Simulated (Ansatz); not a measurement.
**[Yb(NH3)6]3+ (YbN6H18 (+3)): a ladder of methods and basis sets**

The task here is to estimate one member of a computed series from the others.

Computed with Ansatz 0.2.0, Gaussian basis. Level: as each input shows.

The runs, in order: PBE-D4/def2-TZVP, r2SCAN-D4/def2-TZVP, BLYP-D4/def2-TZVP, LC-ωPBE/def2-TZVP, PBE-D4/def2-SVP, PBE0-D4/def2-SVP, MP2/def2-SVP.

## The relaxed structure

The doublet was relaxed beforehand with PBE-D4/def2-SVP.

25 atoms, charge 3, spin multiplicity 2.

Atoms are counted from 1 here; the program's logs count them from 0.

Bond lengths: Yb1–N2 2.471 Å, Yb1–N6 2.472 Å, Yb1–N10 2.471 Å, Yb1–N14 2.472 Å, Yb1–N18 2.471 Å, Yb1–N22 2.470 Å, N2–H3 1.037 Å, N2–H4 1.037 Å, N2–H5 1.039 Å, N6–H7 1.038 Å, N6–H8 1.039 Å, N6–H9 1.038 Å, N10–H11 1.038 Å, N10–H12 1.039 Å, N10–H13 1.038 Å, N14–H15 1.038 Å, N14–H16 1.039 Å, N14–H17 1.038 Å and more. Angles: N2–Yb1–N6 178.8°, N2–Yb1–N10 86.5°, N2–Yb1–N14 94.1°, N2–Yb1–N18 92.3°, N2–Yb1–N22 87.1°, N6–Yb1–N10 94.1°, N6–Yb1–N14 85.3°, N6–Yb1–N18 86.8°, N6–Yb1–N22 93.8°, N10–Yb1–N14 178.8°, N10–Yb1–N18 87.0°, N10–Yb1–N22 92.5°, N14–Yb1–N18 94.0°, N14–Yb1–N22 86.5°, N18–Yb1–N22 179.3°, Yb1–N2–H3 115.2°, Yb1–N2–H4 115.7°, Yb1–N2–H5 114.5° and more.

Yb takes a core potential in the def2 sets. No spin-orbit coupling is included. The ion is computed in the gas phase, without counter-ions or solvent.

PBE0-D4/def2-TZVP was run before; its log isn't repeated, and its numbers join the tables.

Set-up of the first run:

start.molden holds the orbitals of an earlier run on this state, given as this run's starting guess.

The input, in.yaml:

```yaml
crystal:
  periodic: [false, false, false]
  atoms:
    - {symbol: Yb, position_ang: [0.001276, 0.000768, 0.000134]}
    - {symbol: N, position_ang: [0.071999, -0.017063, 2.470213]}
    - {symbol: H, position_ang: [0.865362, 0.500018, 2.893694]}
    - {symbol: H, position_ang: [0.134538, -0.953396, 2.912025]}
    - {symbol: H, position_ang: [-0.758966, 0.406155, 2.927247]}
    - {symbol: N, position_ang: [-0.098710, 0.058942, -2.469134]}
    - {symbol: H, position_ang: [-0.810328, -0.563573, -2.897170]}
    - {symbol: H, position_ang: [0.782193, -0.221771, -2.943247]}
    - {symbol: H, position_ang: [-0.309173, 0.985078, -2.887470]}
    - {symbol: N, position_ang: [2.471052, 0.019529, 0.079063]}
    - {symbol: H, position_ang: [2.908818, 0.944857, 0.248678]}
    - {symbol: H, position_ang: [2.932147, -0.304555, -0.793593]}
    - {symbol: H, position_ang: [2.894305, -0.583098, 0.810188]}
    - {symbol: N, position_ang: [-2.467648, -0.063586, -0.106027]}
    - {symbol: H, position_ang: [-2.901499, 0.671465, -0.696449]}
    - {symbol: H, position_ang: [-2.942168, 0.052899, 0.810910]}
    - {symbol: H, position_ang: [-2.878859, -0.941721, -0.476194]}
    - {symbol: N, position_ang: [0.114887, 2.467448, -0.083622]}
    - {symbol: H, position_ang: [0.403270, 2.916497, 0.806776]}
    - {symbol: H, position_ang: [-0.784173, 2.937620, -0.304087]}
    - {symbol: H, position_ang: [0.771834, 2.871019, -0.778136]}
    - {symbol: N, position_ang: [-0.092073, -2.465489, 0.108846]}
    - {symbol: H, position_ang: [-0.269633, -2.931620, -0.801557]}
    - {symbol: H, position_ang: [-0.819822, -2.867783, 0.729313]}
    - {symbol: H, position_ang: [0.781350, -2.918649, 0.439597]}
basis:
  gaussian: {orbitals: def2-TZVP, initial_orbitals: start.molden}
total_charge: 3
magnetization: {spin_polarized: true, initial_magnetization: 1}
hamiltonian: {xc: pbe, dispersion: d4}
scf: {omitted_lower_state_checks: [starts]}
output: {forces: true, orbitals: {seedname: orbitals}}
```

Launch:

```console
$ ansatz run in.yaml --threads 4 --pin off --events-out ev --progress --plain --max-ram 6963MiB
```

Among the steps run: PBE-D4/def2-TZVP; r2SCAN-D4/def2-TZVP; BLYP-D4/def2-TZVP; LC-ωPBE/def2-TZVP; PBE-D4/def2-SVP; PBE0-D4/def2-SVP; MP2/def2-SVP.

One table of the session follows, with a row left open; its other results are not shown here.

It belongs to the step «Levels side by side». 

```
              level  HOMO (eV)  LUMO (eV)  gap (eV)
    PBE-D4/def2-SVP     -19.41     -19.01      0.40
   PBE-D4/def2-TZVP          ?          ?         ?
  BLYP-D4/def2-TZVP     -19.45     -18.87      0.59
r2SCAN-D4/def2-TZVP     -20.02     -18.59      1.43
   PBE0-D4/def2-SVP     -21.50     -16.32      5.17
  PBE0-D4/def2-TZVP     -21.48     -16.06      5.42
  LC-ωPBE/def2-TZVP     -24.37     -15.27      9.09
```

Q: Estimate the row for PBE-D4/def2-TZVP from the others.

As computed: HOMO (eV): -19.43; LUMO (eV): -19.01; gap (eV): 0.42. In the column «HOMO (eV)» it lies between BLYP-D4/def2-TZVP (-19.45) and PBE-D4/def2-SVP (-19.41).
